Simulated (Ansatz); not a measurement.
Take Cu in the fcc (Cu type) structure (space group Fm-3m, No. 225; a = 3.6297 Å) as the base.

Level of theory: Ansatz (a quantum-chemistry and plane-wave program) PBE, without spin-orbit coupling.

Now apply this change: every Cu is replaced by Au; the structure is relaxed again.

Measured lattice parameter a: Cu 3.595 Å (static lattice; corrected from measurement; as listed in Gábor I. Csonka et al., Physical Review B (2009)); Au 4.062 Å (static lattice; corrected from measurement; as listed in Daniel Mejia-Rodriguez, S. B. Trickey, Phys. Rev. B (2018)).

Task: How well does PBE reproduce the measured shift?

Result: With PBE the lattice parameter a moves by +0.527 Å (3.630 → 4.157) against +0.467 Å measured.

Stability against distortions was not tested. All final runs are without spin polarisation.
